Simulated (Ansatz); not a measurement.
Species: C$_{2}$HO (charge 0, doublet). It need not be the lowest isomer of its formula. 
Geometry from a B3LYP-D3(BJ)/def2-TZVP (Ansatz, a quantum-chemistry and plane-wave program) optimisation:
```xyz
4

C      0.2424    -0.1985    -1.2225
C     -0.0383    -0.0128     0.0205
H     -0.2306    -0.6396    -2.0763
O     -0.1243     0.2384     1.1610
```
Charge 0, spin multiplicity 2.

Basis-set convergence of Hartree-Fock and CCSD correlation energies (hartree) with Ansatz. Cores are frozen in the correlated levels unless marked. Open shells are spin-unrestricted. Spin-orbit coupling is left out. Non-relativistic.

```
basis        functions       E(HF)  E(corr, CCSD)
-----------  ---------  ----------  -------------
aug-cc-pVDZ         78  -151.10549       -0.43933
aug-cc-pVTZ        161  (withheld)     (withheld)
```

### Question
Some entries are withheld; supply them.

### Answer

- aug-cc-pVTZ, E(HF): -151.14209
- aug-cc-pVTZ, E(corr, CCSD): -0.52163
